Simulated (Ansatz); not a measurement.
The cluster SiS₂⁻. Charge -1, multiplicity 2. Geometry PBE-D4/def2-TZVPD.

```xyz
3

Si   -1.015   -0.547    0.646
S     0.279   -0.313   -1.179
S     0.736    0.860    0.532
```

At PBE-D4/def2-TZVPD, r2SCAN-D4/def2-TZVPD, PBE0-D4/def2-TZVPD, r2SCAN0-D4/def2-TZVPD the highest occupied level of the charge -1 doublet lies above zero (up to 1.47 eV). The electron is either unbound and held by the finite basis, or the level is raised by self-interaction error. Another isomer (doublet) lies 1.52 eV lower at PBE0-D4/def2-TZVPD; other spin states weren't run for this one.

(1) Estimate the α-spin orbital energies around the gap (eV) in Ansatz with PBE-D4/def2-TZVPD, r2SCAN-D4/def2-TZVPD, PBE0-D4/def2-TZVPD, r2SCAN0-D4/def2-TZVPD, ωB97M-V/def2-TZVPD.

## Answers

(1) 
```
orbital  PBE-D4/def2-TZVPD  r2SCAN-D4/def2-TZVPD  PBE0-D4/def2-TZVPD  r2SCAN0-D4/def2-TZVPD  ωB97M-V/def2-TZVPD
 HOMO−5              -3.93                 -4.26               -5.04                  -5.25               -7.04
 HOMO−4              -2.91                 -3.27               -4.29                  -4.54               -6.62
 HOMO−3              -1.78                 -2.01               -2.82                  -2.97               -4.83
 HOMO−2              -1.72                 -1.95               -2.75                  -2.90               -4.74
 HOMO−1               0.02                 -0.18               -1.08                  -1.22               -3.17
   HOMO               1.47                  1.21                0.53                   0.33               -1.07
   LUMO               2.41                  2.68                3.09                   3.29                3.74
 LUMO+1               3.14                  3.35                3.65                   3.94                3.93
 LUMO+2               3.23                  3.69                3.92                   4.03                4.73
 LUMO+3               3.52                  4.01                4.01                   4.30                4.83
 LUMO+4               3.97                  4.36                4.41                   4.64                4.88
 LUMO+5               3.99                  4.62                4.41                   4.81                5.24
 β HOMO               0.10                 -0.08               -0.96                  -1.08               -3.05
 β LUMO               2.43                  2.72                3.12                   3.33                3.74
```
